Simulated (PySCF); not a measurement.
**One shape, several levels: quartet NS**

Wanted: a comparison of 6 runs (UHF/3-21G, UB3LYP/6-31G*, U-revPBE/cc-pVTZ, U-wB97X/cc-pVTZ, UCAM-B3LYP/cc-pVTZ, USVWN5/cc-pVTZ) of quartet NS. The job is set up through a Python script.

The calculation is run with PySCF 2.14.0.

7 further runs of the same task are left out: 2 that didn't finish, 5 set aside as unsound or not needed.

## (1) Starting point

NS has 2 atoms, charge 0, and is taken as a quartet. As SMILES of the parent species, `[N]=S`. The shape is that of a GFN2-xTB optimisation. That shape belongs to the parent species and isn't relaxed for this state.

Bond lengths: N1–S2 1.463 Å.

## (2) A single-point energy at UHF/3-21G (run 1)

job.py

```python
from pyscf import gto

mol = gto.M(
    atom='N 0.000000 0.000000 0.000000; S 0.000000 0.000000 1.463180',
    charge=0,
    verbose=3,
    max_memory=1860,
    basis='3-21g',
    spin=3,
)

hf = mol.UHF()
hf.conv_tol = 1e-10
hf.kernel()
if not hf.converged:
    hf = hf.newton().run(hf.mo_coeff, hf.mo_occ)

energy = hf.e_tot
print('Final energy', energy)
```

On the command line:

```
$ OMP_NUM_THREADS=1 python job.py
```

Log:

```text
WARN: HOMO -0.0785361208560359 >= LUMO -0.385934185721298

converged SCF energy = -449.514154171694  <S^2> = 3.7639677  2S+1 = 4.0069778
Final energy -449.51415417169386
```

It took 0.54 s on 1 thread of Arm Neoverse V2, shared host; peak memory 0.12 GiB.

## (3) A single-point energy at UB3LYP/6-31G(d) (spherical functions) (run 2)

job.py

```python
from pyscf import gto, dft

mol = gto.Mole()
mol.atom = '''
N    0.000000   0.000000   0.000000
S    0.000000   0.000000   1.463180
'''
mol.spin = 3
mol.basis = '6-31g*'
mol.max_memory = 1860
mol.verbose = 3
mol.build()

mf = dft.UKS(mol, xc='b3lyp')
mf.conv_tol = 1e-10
mf.grids.level = 5
mf.kernel()
if not mf.converged:
    mf = mf.newton().run(mf.mo_coeff, mf.mo_occ)

etot = mf.e_tot
print(f'total energy: {etot:.8f} hartree')
```

On the command line:

```
$ OMP_NUM_THREADS=1 python job.py
```

Log:

```text
WARN: HOMO -0.155507162297187 >= LUMO -0.380431560300765

WARN: HOMO -0.222216529329974 >= LUMO -0.26059850359193

WARN: HOMO -0.226865974501162 >= LUMO -0.276583557779457

WARN: HOMO -0.218977536102441 >= LUMO -0.261043353345779

WARN: HOMO -0.223059769682028 >= LUMO -0.263969620386896

WARN: HOMO -0.222616179500791 >= LUMO -0.263600899661963

WARN: HOMO -0.222663026998878 >= LUMO -0.263670900288408

WARN: HOMO -0.222651637766148 >= LUMO -0.263652583711091

WARN: HOMO -0.222650556589515 >= LUMO -0.263643909006769

WARN: HOMO -0.222649314285863 >= LUMO -0.26364150617681

WARN: HOMO -0.222649351581129 >= LUMO -0.263641596852659

converged SCF energy = -452.711843469575  <S^2> = 3.7584827  2S+1 = 4.0042391
total energy: -452.71184347 hartree
```

Wall time 3.3 s (1 thread of Arm Neoverse V2, shared host); peak memory 0.21 GiB.

## (4) The energy at U-revPBE/cc-pVTZ (run 3)

calc.py

```python
from pyscf import gto, dft

system = gto.M(
    atom=[
    ('N', (0.000000, 0.000000, 0.000000)),
    ('S', (0.000000, 0.000000, 1.463180)),
],
    max_memory=1860,
    verbose=3,
    spin=3,
    basis='cc-pvtz',
)

mf = dft.UKS(system, xc='revpbe')
mf.conv_tol = 1e-10
mf.grids.level = 5
mf.kernel()
if not mf.converged:
    mf = mf.newton().run(mf.mo_coeff, mf.mo_occ)

e_final = mf.e_tot
print('E = %.10f Eh' % e_final)
```

On the command line:

```
$ OMP_NUM_THREADS=1 python calc.py
```

Log:

```text
WARN: HOMO -0.159495022187702 >= LUMO -0.364044689897084

WARN: HOMO -0.17197018359744 >= LUMO -0.281071551454862

WARN: HOMO -0.185545590308322 >= LUMO -0.30819795916632

WARN: HOMO -0.184147111976134 >= LUMO -0.297074993099887

WARN: HOMO -0.183294006435468 >= LUMO -0.294690258354255

WARN: HOMO -0.184533673100279 >= LUMO -0.295590881736186

WARN: HOMO -0.184248372950908 >= LUMO -0.295247260675545

WARN: HOMO -0.184298248796956 >= LUMO -0.2952771288844

WARN: HOMO -0.184304896579578 >= LUMO -0.295285039609315

WARN: HOMO -0.184300803552899 >= LUMO -0.295280139441135

WARN: HOMO -0.184300812985616 >= LUMO -0.295279783134169

WARN: HOMO -0.184300773410419 >= LUMO -0.295279757317049

converged SCF energy = -452.679300963278  <S^2> = 3.7592682  2S+1 = 4.0046314
E = -452.6793009633 Eh
```

It took 6.3 s on 1 thread of Arm Neoverse V2, shared host; peak memory 0.31 GiB.

Runs 4 to 5 aren't shown in full; the table further down has their settings and results.

## (5) The energy at USVWN5/cc-pVTZ (run 6)

input.py

```python
from pyscf import gto, dft

mol = gto.M(
    atom=[
    ('N', (0.000000, 0.000000, 0.000000)),
    ('S', (0.000000, 0.000000, 1.463180)),
],
    max_memory=1860,
    basis='cc-pvtz',
    charge=0,
    spin=3,
    verbose=3,
)

ks = dft.UKS(mol)
ks.xc = 'svwn'
ks.grids.level = 5
ks.conv_tol = 1e-10
ks.kernel()
if not ks.converged:
    ks = ks.newton().run(ks.mo_coeff, ks.mo_occ)

e_final = ks.e_tot
print('E(%s) = %.9f' % ('SVWN5', e_final))
```

On the command line:

```
$ OMP_NUM_THREADS=1 python input.py
```

Log:

```text
WARN: HOMO -0.164624719380159 >= LUMO -0.36790218998788

WARN: HOMO -0.178131663683011 >= LUMO -0.301144452398023

WARN: HOMO -0.190486494611864 >= LUMO -0.329004222863017

WARN: HOMO -0.188724504650003 >= LUMO -0.317253950923958

WARN: HOMO -0.187645285910253 >= LUMO -0.315781389641661

WARN: HOMO -0.18896759907706 >= LUMO -0.316946299126373

WARN: HOMO -0.188654926340571 >= LUMO -0.316627353338109

WARN: HOMO -0.188692101866318 >= LUMO -0.316648422182643

WARN: HOMO -0.188701026817016 >= LUMO -0.316664001690548

WARN: HOMO -0.188700148489242 >= LUMO -0.316663483371361

WARN: HOMO -0.188700126892655 >= LUMO -0.31666359237607

converged SCF energy = -450.954199552677  <S^2> = 3.756246  2S+1 = 4.0031218
E(SVWN5) = -450.954199553
```

Run time: 3.9 s. Hardware: 1 thread of Arm Neoverse V2, shared host; peak memory 0.2 GiB.

## (6) All runs side by side

| run | level | integration grid | energy (Eh) | dipole moment (D) | HOMO energy (eV) | ⟨S²⟩ | wall time |
| --- | --- | --- | --- | --- | --- | --- | --- |
| 1 | UHF/3-21G | – | -449.514154 | 0.92 | -9.99 | 3.764 | 0.54 s |
| 2 | UB3LYP/6-31G* (spherical functions) | 5 | -452.711843 | 0.34 | -6.06 | 3.758 | 3.3 s |
| 3 | U-revPBE/cc-pVTZ | 5 | -452.679301 | 0.34 | -5.02 | 3.759 | 6.3 s |
| 4 | U-wB97X/cc-pVTZ | 5 | -452.737658 | 0.18 | -8.89 | 3.769 | 9.3 s |
| 5 | UCAM-B3LYP/cc-pVTZ | 5 | -452.747957 | 0.29 | -7.87 | 3.766 | 9 s |
| 6 | USVWN5/cc-pVTZ | 5 | -450.954200 | 0.42 | -5.13 | 3.756 | 3.9 s |

## (7) Outcome

```
                                 quantity          value
                      run 6: total energy  -450.95420 Eh
                     run 6: dipole moment         0.42 D
run 6: HOMO energy (highest over α and β)       -5.13 eV
                              run 6: ⟨S²⟩          3.756
```

What this shows: The dipole moment (its size) runs from 0.18 D (U-wB97X/cc-pVTZ) to 0.92 D (UHF/3-21G). The two ends differ in method and basis. The two dipoles point in opposite directions. Totals of different functionals can't be ranked against each other. All runs together took 32 s, the longest 9.3 s.
